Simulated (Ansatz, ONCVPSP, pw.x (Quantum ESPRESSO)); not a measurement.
# What a changed setting does to a pw.x run (bcc H)

Potential: optimised norm-conserving Vanderbilt (ONCV), ONCVPSP 4.0.1.1 (patched build), PBEsol; core none, reference 1s1; waves: 1s: rc 1.00 bohr, ncon 5, nbas 8, qcut 6.5 1/bohr, 2 projectors, debl 3 Ha; p scattering state at 0.35 Ha: rc 0.90 bohr, ncon 5, nbas 9, qcut 9.9 1/bohr, 3 projectors, debl 2 Ha; local part: polynomial inside 0.60 bohr (lpopt 5, dvloc0 -1 Ha); core correction: none.

The reference run (k-mesh 18³, cutoffs 165/660 Ry, Fermi–Dirac 0.01 Ry, mixing_beta 0.4, conv_thr 1e-9, no spin) gives -2.57 GPa at 2.977 Å³/atom, where all-electron LAPW gives -2.42 GPa. This run, with its own iteration cap, changes electron_maxstep to 4, a wrong or extreme entry chosen on purpose.

```
&control
  calculation='scf', prefix='x', pseudo_dir='./', outdir='./tmp', tstress=.true., disk_io='none'
/
&system
  ibrav=0, nat=1, ntyp=1, ecutwfc=165, ecutrho=660, nbnd=7,
  occupations='smearing', smearing='fd', degauss=0.01
/
&electrons
  conv_thr=1e-09, mixing_beta=0.4, electron_maxstep=4
/
ATOMIC_SPECIES
H 1.0 H.UPF
CELL_PARAMETERS angstrom
  -0.90623246 0.90623246 0.90623246
  0.90623246 -0.90623246 0.90623246
  0.90623246 0.90623246 -0.90623246
ATOMIC_POSITIONS crystal
H 0.0000 0.0000 0.0000
K_POINTS automatic
18 18 18 0 0 0
```

```bash
pw.x < H.scf.in > H.scf.out
```

Problem. How does the run end?

Solution. It converges in 3 iterations; the free energy moves by +0.0 meV/atom and the pressure by +0.00 GPa. The result is that of the reference run.

```
Message from routine setup:
     using ibrav=0 with symmetry is DISCOURAGED, use correct ibrav instead
     lattice parameter (alat)  =       2.9662  a.u.
     unit-cell volume          =      20.0898 (a.u.)^3
     number of electrons       =         1.00
     number of Kohn-Sham states=            7
     kinetic-energy cutoff     =     165.0000  Ry
     charge density cutoff     =     660.0000  Ry
     scf convergence threshold =      1.0E-09
     Exchange-correlation= PBESOL
     number of k points=   195  Fermi-Dirac smearing, width (Ry)=  0.0100
     iteration #  1     ecut=   165.00 Ry     beta= 0.40
     total energy              =      -1.07070438 Ry
     estimated scf accuracy    <       0.00000053 Ry
     iteration #  2     ecut=   165.00 Ry     beta= 0.40
     total energy              =      -1.07070567 Ry
     estimated scf accuracy    <       0.00000020 Ry
     iteration #  3     ecut=   165.00 Ry     beta= 0.40
     the Fermi energy is     3.8089 ev
!    total energy              =      -1.07070569 Ry
     estimated scf accuracy    <          4.3E-11 Ry
     smearing contrib. (-TS)   =      -0.00043778 Ry
     The total energy is F=E-TS. E is the sum of the following terms:
     one-electron contribution =       0.63573807 Ry
     hartree contribution      =       0.01683707 Ry
     xc contribution           =      -0.66031246 Ry
     ewald contribution        =      -1.06253058 Ry
     convergence has been achieved in   3 iterations
          total   stress  (Ry/bohr**3)                   (kbar)     P=      -25.73
     Message from routine punch:
     Nothing written, as per user request (disk_io='none')
```

The run took about 9.9 s on one core of a shared host (Neoverse-N1, 64 threads, 124 GiB, load 57).
